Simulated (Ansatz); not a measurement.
For zinc-blende HgS (metastable phase), PBE-D4 in Ansatz (PAW) gives:

```
Property                  Result
------------------  ------------
lattice constant a       5.915 Å
bulk modulus B0         56.7 GPa
cohesive energy     2.08 eV/atom
band gap                 0.00 eV
```

Problem. What does PBE0-D3(BJ) in Ansatz (PAW) give for the same quantities?

Solution. 
- lattice constant a: 5.846 Å (decreases by 1.2 %)
- bulk modulus: 67.0 GPa (increases by 18 %)
- cohesive energy: 2.11 eV/atom (increases by 0.03 eV/atom)
- band gap: 0.99 eV (grows by 0.99 eV)

For comparison: lattice constant a 5.841 Å (measured, 295 K, no zero-point or thermal correction; as tabulated in Cardona et al. (2009), arXiv:0908.2634).

Changes are worked out from the printed values.

Unless a cell is named, each level is at its own relaxed cell (PBE-D4 25.86, PBE0-D3(BJ) 24.97 Å³/atom).

Levels without +SOC leave out spin–orbit coupling, which shifts energies and cells of such heavy elements.

Levels without +SOC have no spin–orbit coupling; where heavier elements are present it shifts gaps, mostly down, and can invert bands. A gap of zero means that the bands touch or overlap. Density-functional gaps are differences of (generalised) Kohn–Sham levels.

Ansatz's density-functional and Hartree–Fock values are scalar-relativistic unless marked +SOC, with PAW data made under PBE.

Ansatz is a quantum-chemistry and plane-wave program.
